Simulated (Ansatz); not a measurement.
Conformers and stereoisomers of C$_{4}$H$_{4}$F$_{2}$ (`C=C(F)C=CF`), each relaxed with PBE0-D4/def2-TZVP in Ansatz. CBS adds the triple-zeta coupled-cluster correction to the MP2 limit.

Not all of them had a frequency check.

Conformer A:

Z-matrix (Å, degrees):
```
C
C 1 1.327
H 1 1.081 2 120.9
H 1 1.080 2 119.8 3 180.0
F 2 1.345 1 119.3 3 0.0
C 2 1.444 1 126.7 3 -180.0
C 6 1.326 2 122.8 1 -180.0
H 6 1.083 2 117.5 1 0.0
F 7 1.331 6 121.3 2 180.0
H 7 1.083 6 125.6 2 -0.0
```

Conformer B:

Cartesian coordinates in Å:
```
C -0.975 -1.542 -0.443
C -0.217 -0.455 -0.539
F 0.246 -0.082 -1.739
C 0.172 0.395 0.564
C 0.922 1.490 0.542
F 1.464 2.006 -0.555
H -1.354 -1.852 0.520
H -1.221 -2.125 -1.319
H -0.198 0.099 1.538
H 1.161 2.065 1.429
```

Which is lowest in electronic energy at CCSD(T)/CBS (frozen core, def2 sets), and by how much? (Estimate.)

Computed: A; B lies 9.4 kJ/mol higher.

Give the energies relative to A (kJ/mol) with B3LYP-D4/def2-TZVPP, ωB97M-V/def2-TZVPP, MP2/def2-TZVPP, SCS-MP2/def2-TZVPP, CCSD/def2-TZVPP, MP2/CBS(def2), CCSD/CBS(def2). (An estimate is asked.)

Ansatz gave: 
| level | B |
| --- | --- |
| B3LYP-D4/def2-TZVPP | 8.2 |
| ωB97M-V/def2-TZVPP | 9.1 |
| MP2/def2-TZVPP | 8.7 |
| SCS-MP2/def2-TZVPP | 8.8 |
| CCSD/def2-TZVPP | 9.0 |
| MP2/CBS(def2) | 9.4 |
| CCSD/CBS(def2) | 9.7 |

B3LYP here is the variant with VWN-RPA as its local correlation; programs differ in this.
